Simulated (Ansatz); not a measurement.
## How far a parabola holds: energy against volume of rock-salt BaS

Rock-salt BaS, treated with r²SCAN (PAW; Ansatz, a program for electronic structure). Numerical settings: plane-wave cutoff 560 eV, 10×10×10 k mesh, Fermi–Dirac smearing 0.01 eV, scalar-relativistic PAW data made under PBE. The cell has no free parameter but its volume, all volumes share cutoff and mesh, and the runs aren't spin-polarised. Energies are free energies at the run's smearing, counted from the lowest row; static lattice.

| V (Å³/atom) | E (meV/atom) |
|---|---|
| 31.164 | ? |
| 31.827 | 7.94 |
| 32.490 | 1.91 |
| 33.153 | 0.00 |
| 33.816 | 1.77 |
| 34.479 | 6.86 |

The 5 complete rows are fitted with a parabola, E against V. With u = V - 33.2, the rows have u = -1.3730, -0.7100, -0.0470, 0.6160, 1.2790. Least squares gives E = -0.014 + 0.0490·u + 4.2119·u². Residuals (row less fit): 0.081, -0.164, 0.007, 0.156, -0.079; standard error 0.179 (degrees of freedom: 2). The fitted curve has its minimum at V = 33.2, where E = -0.01. Its curvature is d²E/dV² = 2 × 4.2119 meV/Å⁶, so B = V0·d²E/dV² × 0.1602 = 44.8 GPa.

Q: What does the fit predict for E at V = 31.164, and how far is the calculated value from it?

A: u = -2.0360, so E = -0.014 + 0.0490 × (-2.0360) + 4.2119 × (-2.0360)² = 17.346 meV/atom. The calculation gives 18.55 meV/atom, 1.204 meV/atom above the prediction (6.5 % of the range of E in the table). The row lies outside the fitted rows, so this is an extrapolation. From the scatter of the fitted rows alone, a prediction at this place has a standard error of 0.424 meV/atom, so the miss is 2.8 times that.

The residuals are curvature that a parabola lacks, not noise. A solid that stiffens under compression and softens on expansion lies above the parabola at the compressed end and under it at the expanded end, as this row does. A third-order Birch-Murnaghan fit to the whole scan has B0 = 44.5 GPa. Only scans are tabulated whose curvature falls smoothly with volume, and where the parabola meets the shown rows within 5 % of their range and misses the end by 0.1 meV or more.

Spin–orbit coupling is not included.
